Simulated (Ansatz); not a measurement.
CH$_{4}$BCl, SMILES `BCCl`, 7 atoms. Charge 0, multiplicity 1. All runs use 2 threads of an Arm Neoverse V1 on a shared host. Correlated methods freeze the cores. Open-shell runs search over several starts.

(1) Give the basis size and wall time and peak host memory of each of these runs in Ansatz. UKS B3LYP-D4/def2-TZVPP energy of the cation; direct RPA on PBE orbitals/def2-TZVPP energy; RKS HSE06 (plane-wave form)-D4/def2-TZVPP energy; RHF-CCSD(T)/def2-SVP energy; UKS ωB97X-V/def2-TZVPP energy of the cation; UKS PBE0-D4/def2-TZVPP energy of the cation; RKS ωB97M-V/def2-SVP energy; RKS PBE0-D4/def2-TZVP relaxation (6 steps); RKS CAM-B3LYP-D4/def2-TZVPP energy; UKS B2PLYP (frozen core)/def2-TZVPP energy of the cation; RHF-MP2/def2-QZVPP energy; UKS PBE-D4/def2-TZVPP energy of the cation. (Estimate.)

Answers

(1) Ansatz gave: Other jobs shared the machine, so times are rough.

```json
{"level": "RHF-CCSD(T)/def2-SVP", "job": "energy", "functions": "66", "wall time": "1 s", "peak host memory (GiB)": "0.32"}
{"level": "RKS HSE06 (plane-wave form)-D4/def2-TZVPP", "job": "energy", "functions": "160", "wall time": "2 s", "peak host memory (GiB)": "0.32"}
{"level": "RKS CAM-B3LYP-D4/def2-TZVPP", "job": "energy", "functions": "160", "wall time": "2.2 s", "peak host memory (GiB)": "0.32"}
{"level": "RKS ωB97M-V/def2-SVP", "job": "energy", "functions": "66", "wall time": "2.7 s", "peak host memory (GiB)": "0.32"}
{"level": "direct RPA on PBE orbitals/def2-TZVPP", "job": "energy", "functions": "160", "wall time": "2.7 s", "peak host memory (GiB)": "0.32"}
{"level": "UKS PBE-D4/def2-TZVPP", "job": "energy of the cation", "functions": "160", "wall time": "6 s", "peak host memory (GiB)": "0.32"}
{"level": "UKS B3LYP-D4/def2-TZVPP", "job": "energy of the cation", "functions": "160", "wall time": "7.5 s", "peak host memory (GiB)": "0.35"}
{"level": "UKS B2PLYP (frozen core)/def2-TZVPP", "job": "energy of the cation", "functions": "160", "wall time": "8.5 s", "peak host memory (GiB)": "0.33"}
{"level": "UKS PBE0-D4/def2-TZVPP", "job": "energy of the cation", "functions": "160", "wall time": "8.5 s", "peak host memory (GiB)": "0.46"}
{"level": "RHF-MP2/def2-QZVPP", "job": "energy", "functions": "304", "wall time": "8.5 s", "peak host memory (GiB)": "1"}
{"level": "RKS PBE0-D4/def2-TZVP", "job": "relaxation (6 steps)", "functions": "123", "wall time": "13 s", "peak host memory (GiB)": "0.2"}
{"level": "UKS ωB97X-V/def2-TZVPP", "job": "energy of the cation", "functions": "160", "wall time": "29 s", "peak host memory (GiB)": "0.59"}
```

B3LYP here is the variant with VWN-RPA as its local correlation; programs differ in this.
